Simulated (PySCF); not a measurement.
Below is a simulated gas-phase P 2p photoelectron spectrum of `C=[PH3]`.

Every computed line was given a Gaussian of 0.5 eV full width at half maximum and an area set by the number of equivalent atoms (split 2:1 within a doublet); the highest printed point is 100. Level of theory: delta-SCF UKS SCAN, pcX-2 on the ionised atom, pcseg-1 elsewhere, spin-free X2C in PySCF.

```json
{"binding energy (eV)": "137.4", "intensity": "0"}
{"binding energy (eV)": "137.5", "intensity": "2"}
{"binding energy (eV)": "137.6", "intensity": "6"}
{"binding energy (eV)": "137.7", "intensity": "17"}
{"binding energy (eV)": "137.8", "intensity": "37"}
{"binding energy (eV)": "137.9", "intensity": "65"}
{"binding energy (eV)": "138.0", "intensity": "90"}
{"binding energy (eV)": "138.1", "intensity": "100"}
{"binding energy (eV)": "138.2", "intensity": "89"}
{"binding energy (eV)": "138.3", "intensity": "64"}
{"binding energy (eV)": "138.4", "intensity": "37"}
{"binding energy (eV)": "138.5", "intensity": "20"}
{"binding energy (eV)": "138.6", "intensity": "15"}
{"binding energy (eV)": "138.7", "intensity": "22"}
{"binding energy (eV)": "138.8", "intensity": "34"}
{"binding energy (eV)": "138.9", "intensity": "46"}
{"binding energy (eV)": "139.0", "intensity": "50"}
{"binding energy (eV)": "139.1", "intensity": "44"}
{"binding energy (eV)": "139.2", "intensity": "30"}
{"binding energy (eV)": "139.3", "intensity": "17"}
{"binding energy (eV)": "139.4", "intensity": "8"}
{"binding energy (eV)": "139.5", "intensity": "3"}
{"binding energy (eV)": "139.6", "intensity": "1"}
{"binding energy (eV)": "139.7", "intensity": "0"}
```

**Question.** How many maxima does the curve show, and how many computed lines lie under it?

**Answer.** The curve has 2 maxima (at 138.1 and 139.0 eV). Under it lie 2 lines from 1 inequivalent phosphorus site, drawn as a 2p3/2, 2p1/2 pair.

**Question.** Decompose the envelope and assign each component. Numbering: `[CH2:1]=[PH3:2]`.

**Answer.** 
| position (eV) | relative area | line | atoms | environment |
| --- | --- | --- | --- | --- |
| 138.10 | 0.67 | P 2p3/2 | P2 | phosphorus bonded to C and 3 H |
| 138.99 | 0.33 | P 2p1/2 | P2 | phosphorus bonded to C and 3 H |

The curve has no shake-up lines and no vibrational structure. The 2p values add to the ΔSCF energy of one spin-free hole a correction within the shell (spin–orbit coupling, ligand field). 2p1/2 minus 2p3/2 (ligand field included): P 0.89 eV. Geometry: PBE0-D3(BJ)/def2-SVP; no solvent, vibrations or thermal averaging.
